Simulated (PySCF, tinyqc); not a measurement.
RHF in the sto-3g basis, for LiH, spin multiplicity 1, step by step. The lowest restricted solution is unstable here: a spin-polarised one lies 0.0422 hartree lower (PySCF). One step of it, computed by the program tinyqc.

Task: Iteration 2: DIIS coefficients. Solve [B -1; -1 0][c; lambda] = [0; -1] for the coefficients, which sum to one.

B (overlaps of the stored error matrices):
```
[[1.4772192e-02, 9.9100274e-03],
 [9.9100274e-03, 3.4163707e-02]]
```

Give: DIIS coefficients.

Result:

DIIS coefficients: [0.8330, 0.1670]
